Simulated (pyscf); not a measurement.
Structures and frequencies: ωB97X-D3(BJ)/def2-SVP in PySCF.

Estimate by transition-state theory the rate constant of H₂N–SiH(Cl)–Cl + NH₃ → H₂N–SiH(NH₂)–Cl + HCl (singlet surface; Cl–Si, H–N broken, N–Si, Cl–H formed) at 900 K, with ωB97M-D3(BJ)/def2-TZVP energies (ideal gas, 1 atm, RRHO with modes under 100 cm⁻¹ raised to 100, one conformer, R ln 2 for chiral ones without a mode under 150 cm⁻¹; no tunnelling).

The electronic barrier is 9.1 kcal/mol and the thermal terms add +36.9, so ΔG‡ = 46.0 kcal/mol. With k_BT/h = 1.88e+13 s⁻¹ and RT = 1.788 kcal/mol, and a volume of 1.23e-19 cm³ per molecule at 1 atm, k = 1.6e-17 cm³ molecule⁻¹ s⁻¹. Wigner's tunnelling factor for 167i cm⁻¹ would be 1.00. A shift of 1 kcal/mol in the barrier changes k by a factor 1.7. On the reactant side the descent ends in an adduct with a N–Si contact (not fully relaxed), 3.0 kcal/mol over the separated species and 6.5 kcal/mol under the saddle at ωB97X-D3(BJ)/def2-TZVP. On the product side the descent ends in a complex, 7.9 kcal/mol under the separated species and 8.3 kcal/mol under the saddle at ωB97X-D3(BJ)/def2-TZVP. What is counted as formed (N–Si) is already present as a longer contact in the reactant adduct; forming that adduct is a step of its own. This is the saddle that the search found; another between the same sides may lie lower.
